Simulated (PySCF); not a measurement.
Compound: formic anhydride, C₂H₂O₃.
Atom-mapped SMILES: `[O:1]=[CH:2][O:3][CH:4]=[O:5]` (hydrogens: H6 on C2; H7 on C4)

The same species was optimised twice, with GFN2-xTB and with PBE0-D3(BJ)/def2-SVP (PySCF), and the same property calculations (PySCF, gas phase) were run on both structures.

```json
{"coordinate": "O3–C4 (Å)", "GFN2-xTB": "1.364", "PBE0-D3(BJ)/def2-SVP": "1.372", "change": "+0.008"}
{"coordinate": "C2–O3 (Å)", "GFN2-xTB": "1.364", "PBE0-D3(BJ)/def2-SVP": "1.371", "change": "+0.007"}
{"coordinate": "C2–H6 (Å)", "GFN2-xTB": "1.103", "PBE0-D3(BJ)/def2-SVP": "1.110", "change": "+0.007"}
{"coordinate": "C4–H7 (Å)", "GFN2-xTB": "1.103", "PBE0-D3(BJ)/def2-SVP": "1.110", "change": "+0.007"}
{"coordinate": "O1=C2 (Å)", "GFN2-xTB": "1.181", "PBE0-D3(BJ)/def2-SVP": "1.184", "change": "+0.003"}
{"coordinate": "C4=O5 (Å)", "GFN2-xTB": "1.181", "PBE0-D3(BJ)/def2-SVP": "1.184", "change": "+0.003"}
{"coordinate": "C2–O3–C4 (°)", "GFN2-xTB": "122.9", "PBE0-D3(BJ)/def2-SVP": "123.9", "change": "+1.0"}
{"coordinate": "O1–C2–O3 (°)", "GFN2-xTB": "127.6", "PBE0-D3(BJ)/def2-SVP": "127.1", "change": "-0.5"}
{"coordinate": "O3–C4–O5 (°)", "GFN2-xTB": "127.6", "PBE0-D3(BJ)/def2-SVP": "127.1", "change": "-0.5"}
{"coordinate": "O3–C2–H6 (°)", "GFN2-xTB": "106.6", "PBE0-D3(BJ)/def2-SVP": "107.0", "change": "+0.4"}
{"coordinate": "O3–C4–H7 (°)", "GFN2-xTB": "106.6", "PBE0-D3(BJ)/def2-SVP": "106.9", "change": "+0.3"}
{"coordinate": "O1–C2–H6 (°)", "GFN2-xTB": "125.8", "PBE0-D3(BJ)/def2-SVP": "126.0", "change": "+0.2"}
{"coordinate": "O5–C4–H7 (°)", "GFN2-xTB": "125.8", "PBE0-D3(BJ)/def2-SVP": "125.9", "change": "+0.1"}
{"coordinate": "O1–C2–O3–C4 (°)", "GFN2-xTB": "0", "PBE0-D3(BJ)/def2-SVP": "-7", "change": "-7"}
{"coordinate": "C2–O3–C4–O5 (°)", "GFN2-xTB": "0", "PBE0-D3(BJ)/def2-SVP": "-6", "change": "-6"}
```

Rotational constants: A = 11788, B = 4878, C = 3450 MHz (GFN2-xTB) against A = 11826, B = 4759, C = 3403 MHz (PBE0-D3(BJ)/def2-SVP).

On the GFN2-xTB structure: lowest singlet, TDDFT (eV) 4.71 [PBE0/def2-SVPD]; lowest triplet, Tamm–Dancoff (eV) 4.18 [PBE0/def2-SVPD]; isotropic polarisability (au) 34.4 [PBE0/def2-SVPD]; HOMO (eV) -8.42 [PBE0/def2-SVPD]; LUMO (eV) -1.64 [PBE0/def2-SVPD]; dipole (D) 3.54 [PBE0/def2-SVPD]; HOMO (eV) -8.29 [PBE0/pcSseg-1]; LUMO (eV) -1.44 [PBE0/pcSseg-1]; dipole (D) 3.51 [PBE0/pcSseg-1]; GIAO shielding of O1/O5 (mean) (ppm) -167.7 [PBE0/pcSseg-1]; GIAO shielding of C2/C4 (mean) (ppm) 28.2 [PBE0/pcSseg-1]; GIAO shielding of O3 (ppm) 18.4 [PBE0/pcSseg-1].

Question: What do these properties become on the PBE0-D3(BJ)/def2-SVP structure?

Answer: 
| property | level | on GFN2-xTB | on PBE0-D3(BJ)/def2-SVP | change |
| --- | --- | --- | --- | --- |
| lowest singlet, TDDFT (eV) | PBE0/def2-SVPD | 4.71 | 4.74 | +0.03 |
| lowest triplet, Tamm–Dancoff (eV) | PBE0/def2-SVPD | 4.18 | 4.22 | +0.04 |
| isotropic polarisability (au) | PBE0/def2-SVPD | 34.4 | 34.8 | +0.4 |
| HOMO (eV) | PBE0/def2-SVPD | -8.42 | -8.48 | -0.06 |
| LUMO (eV) | PBE0/def2-SVPD | -1.64 | -1.67 | -0.03 |
| dipole (D) | PBE0/def2-SVPD | 3.54 | 3.53 | -0.01 |
| energy, GFN2-xTB geometry as zero (kcal/mol) | PBE0/def2-SVPD | 0.0 | -0.3 | -0.3 |
| HOMO (eV) | PBE0/pcSseg-1 | -8.29 | -8.35 | -0.06 |
| LUMO (eV) | PBE0/pcSseg-1 | -1.44 | -1.46 | -0.02 |
| dipole (D) | PBE0/pcSseg-1 | 3.51 | 3.50 | -0.01 |
| energy, GFN2-xTB geometry as zero (kcal/mol) | PBE0/pcSseg-1 | 0.0 | -0.2 | -0.2 |
| GIAO shielding of O1/O5 (mean) (ppm) | PBE0/pcSseg-1 | -167.7 | -170.5 | -2.8 |
| GIAO shielding of C2/C4 (mean) (ppm) | PBE0/pcSseg-1 | 28.2 | 27.4 | -0.8 |
| GIAO shielding of O3 (ppm) | PBE0/pcSseg-1 | 18.4 | 13.6 | -4.8 |

The heavy atoms differ by 0.045 Å rms after alignment. Among all bonds C2–O3, C2–H6, O3–C4 and C4–H7 change most and about equally (+0.007 to +0.008 Å). Changes are differences of the printed values. Neither structure is proved a minimum here.

Conformer computed: `[O:1]=[CH:2][O:3][CH:4]=[O:5]`: O1–C2–O3–C4 -7°, C2–O3–C4–O5 -6°.
